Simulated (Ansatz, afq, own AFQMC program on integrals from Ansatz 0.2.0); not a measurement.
**Where AFQMC and coupled cluster stand for NH, triplet**

```yaml
atoms:
  - { symbol: N, position_ang: [0.0000, 0.0000, 0.0000] }
  - { symbol: H, position_ang: [0.0000, 0.0000, 1.0366] }
```

Basis aug-cc-pVDZ. Only valence electrons are correlated. AFQMC by an in-house program on the Cholesky factors that Ansatz 0.2.0 writes for its CCSD(T) run. The CISD trial takes its coefficients from CCSD amplitudes. Released means that phaseless walkers are propagated on without the constraint, phases kept. Uncertainties: one standard error, sampling alone.

Determinant: UHF, the one that the program's search chose, which needn't be the lowest solution. The geometry is a PBE0/def2-TZVPD stationary point of this or a neighbouring charge and spin state.

Full CI on the same integrals is exact in this basis and with this determinant's frozen core.

- T1 diagnostic: 0.0120
- weight of the determinant in the CISD state: 0.949
- ⟨S²⟩ of the determinant: 2.016
- size of the correlated space: 6 electrons in 31 orbitals

```json
{"level": "MP2", "correlation energy (eV)": "-3.0084"}
{"level": "CCSD", "correlation energy (eV)": "-3.5687"}
{"level": "CCSD(T)", "correlation energy (eV)": "-3.6357"}
```

(1) Estimate where AFQMC with the constraint released lies against CCSD(T) on the same integrals.

(1) 0.37 ± 0.02 kcal/mol below CCSD(T).

Reference: full CI, correlation energy -3.651 eV. The released energy is read at 2.40 1/Eh (meV from the phaseless value at times in 1/Eh: 0.5 ± 0.9 at 0.24, 1.1 ± 0.8 at 0.51, 1.1 ± 0.6 at 0.99, -0.4 ± 0.8 at 1.62, -0.8 ± 0.8 at 2.40).

| level | E − E(reference) (kcal/mol) | share of correlation (%) |
| --- | --- | --- |
| CCSD(T) | 0.36 | 99.57 |
| CCSDT | 0.08 | 99.90 |
| CCSDT(Q) | 0.01 | 99.99 |
| CCSDTQ | 0.00 | 100.00 |
| ph-AFQMC/CISD | 0.01 ± 0.03 | 99.99 |
| released AFQMC | -0.01 ± 0.02 | 100.01 |

CCSDT and higher add their correlation energy to the determinant of the CCSD(T) run, since their own runs factorise the integrals more tightly (a shift of under 2 meV). A walk keeps the symmetry of its determinant, which the program's search chose and which needn't be the lowest solution, so a lower state of the same spin and another symmetry isn't excluded. Released energies are given only where the last usable release times agree within the noise; a slower fall can still hide under it.
